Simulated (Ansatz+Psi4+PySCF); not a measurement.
```yaml
atoms:
  - { symbol: N, position_ang: [0.0000, 0.0000, 0.1299] }
  - { symbol: H, position_ang: [0.0000, 0.0000, -0.9095] }
```

Basis set: cc-pVTZ (spherical functions). Correlated methods keep 1 orbital frozen. Correlation on ROHF uses semicanonical orbitals with singles. Charge 0, multiplicity 3.

Computed with Ansatz (development build ahead of 0.2.0) and Psi4 1.11; each method stands on the lowest determinant of its kind that the runs found.

**Question.** Give the vertical ionization energy (product with multiplicity 2 at the same shape, open shells in the same class of orbitals) of triplet NH by UHF-CCSD(T), UHF-CCSD, ROHF-CCSD, ROHF-MP2, UHF-MP2, UHF, ROHF.

**Answer.**

```json
{"method": "UHF-CCSD(T)", "ionization energy": "13.38 eV"}
{"method": "UHF-CCSD", "ionization energy": "13.36 eV"}
{"method": "ROHF-CCSD", "ionization energy": "13.34 eV"}
{"method": "ROHF-MP2", "ionization energy": "13.53 eV"}
{"method": "UHF-MP2", "ionization energy": "13.62 eV"}
{"method": "UHF", "ionization energy": "12.59 eV"}
{"method": "ROHF", "ionization energy": "12.75 eV"}
```

Caution for UHF-CCSD(T), UHF-CCSD, UHF-MP2: large amplitudes, a single reference is doubtful. Caution for UHF-CCSD(T), UHF-CCSD, UHF-MP2, UHF: the determinant breaks the point group; the unrestricted determinant is spin contaminated. Caution for ROHF-MP2, UHF-MP2: MP2 on this radical cation hangs on the determinant chosen. Caution for UHF-MP2: another reference gives a lower total.
